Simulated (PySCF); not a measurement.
formic acid (CH₂O₂), SMILES OC=O.

Geometry optimised at PBE0-D3(BJ)/def2-TZVP. The values are those of a single conformer.

Two levels are set side by side: TDA-PBE/def2-SVPD (PySCF) and TDA-ωB97X/def2-SVPD (PySCF). Vertical, same geometry. The lowest singlet is HOMO→LUMO 100 % with PBE and HOMO→LUMO 98 % with the other functional; states are paired by order. Differences are taken from unrounded values.

| quantity | TDA-ωB97X |
|---|---|
| lowest singlet excitation (eV) | 5.97 |
| lowest triplet excitation (TDA) (eV) | 5.45 |
| first bright state (f over 0.05) (eV) | 9.26 |
| its oscillator strength | 0.16 |

Problem. What does TDA-PBE give, and how far is it from TDA-ωB97X? (An estimate is asked for; the answer gives what the named calculation found.)

Solution. 
```csv
quantity,TDA-PBE,TDA-PBE minus TDA-ωB97X
lowest singlet excitation (eV),5.72,-0.25
lowest triplet excitation (TDA) (eV),5.14,-0.31
first bright state (f over 0.05) (eV),7.69,-1.57
its oscillator strength,0.06,-0.10
```

A lower first singlet is the usual sign of a functional without exact exchange. Differences between two approximate levels are no errors against the true value.

Rough cost on one machine, each run with all the roots and properties that it gave: TDA-ωB97X against TDA-PBE about 3 times.
